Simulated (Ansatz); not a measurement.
Two shapes of singlet H2S.

Shape 1:

```xyz
3

S     0.0000    0.0000    0.0793
H     0.0000    0.9379   -0.8056
H     0.0000   -0.9379   -0.8056
```

Shape 2:

```xyz
3

S     0.0000    0.0000    0.1250
H     0.0000    1.0106   -0.8285
H     0.0000   -1.0106   -0.8285
```

Basis set: cc-pVTZ on H; cc-pV(T+d)Z on S (spherical functions). Left uncorrelated: 5 orbitals. Charge 0, multiplicity 1.

Computed with Ansatz (development build ahead of 0.2.0); each method stands on the lowest determinant of its kind that the runs found.

Task: Which shape is lower in energy, and by how much in each method?

Result:

```json
{"method": "RHF", "E(2) − E(1) (eV)": "0.059"}
{"method": "RHF-MP2", "E(2) − E(1) (eV)": "0.029"}
{"method": "RHF-CCSD(T)", "E(2) − E(1) (eV)": "-0.001"}
```

Shape 1 is lower, bar methods that put the two within 0.005 eV.
